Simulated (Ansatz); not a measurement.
# CHP2 (quartet): the correlation ladder at a displaced geometry (v1), cc-pVDZ

One table from this session's results is given with a row withheld; the runs are named, their logs left out.

The runs use Ansatz 0.2.0, Gaussian basis; cc-pVDZ, core rule «outside noble gas», up to 11 orbitals frozen.

To be run: UHF; CCSD(T) on ROHF; CCSD(T) on UHF; BCCD(T) on ROHF; CISD as a restricted active space (open shells left free, so some higher excitations enter); CCSDT(Q) on ROHF; CCSDT(Q) on UHF.

21 further runs of the same task are left out: 4 that didn't finish, 17 set aside as unsound or not needed. Runs told in other sessions of the task aren't counted.

### What is computed

The geometry is a PBE0/def2-TZVP stationary point (not a proven minimum) with its atoms shifted at random (size 0.040 Å).

4 atoms, charge 0, spin multiplicity 4.

Atoms are counted from 1 here; the program's logs count them from 0.

Bond lengths: P1–C2 1.717 Å, C2–P3 1.729 Å, C2–H4 1.095 Å. Angles: P1–C2–P3 132.1°, P1–C2–H4 115.4°, P3–C2–H4 112.4°.

The first run:

File in.yaml:

```yaml
crystal:
  periodic: [false, false, false]
  atoms:
    - {symbol: P, position_ang: [-0.018591, -0.157624, 1.571933]}
    - {symbol: C, position_ang: [-0.019425, 0.562652, 0.013171]}
    - {symbol: P, position_ang: [0.028539, -0.114457, -1.577052]}
    - {symbol: H, position_ang: [-0.074237, 1.656374, 0.000360]}
basis:
  gaussian: {orbitals: cc-pVDZ}
magnetization: {spin_polarized: true, initial_magnetization: 3}
hamiltonian: {xc: hf}
output: {orbitals: {seedname: orbitals}}
```

Run with:

```
$ ansatz run in.yaml --threads 1 --pin off --events-out ev --progress --plain --max-ram 2393MiB
```

Among the steps run: UHF; CCSD(T) on ROHF; CCSD(T) on UHF; BCCD(T) on ROHF; CISD as a restricted active space (open shells left free, so some higher excitations enter); CCSDT(Q) on ROHF; CCSDT(Q) on UHF.

One of the session's tables, all rows but one given; the rest of the session is left out.

```
   method  from UCCSDT(Q) (kJ/mol)
     ROHF                   +997.0
      UHF                   +901.0
     RMP2                   +148.5
     UMP2                   +171.5
     CISD                        ?
    RCCSD                    +46.7
    UCCSD                    +42.5
 RCCSD(T)                     +7.2
 UCCSD(T)                     +8.6
  BCCD(T)                     +7.2
   RCCSDT                     +3.7
   UCCSDT                     +3.0
RCCSDT(Q)                     +0.2
UCCSDT(Q)                        0
```

**Question.** Estimate the row for CISD.

The run gave: from UCCSDT(Q) (kJ/mol): +165.8. In the column «from UCCSDT(Q) (kJ/mol)» it lies between RMP2 (+148.5) and UMP2 (+171.5).

Limits of these values: Restricted and unrestricted rows rest on different reference determinants; a gap between their highest levels can come from leftover correlation error, from unlike frozen cores or from another state.
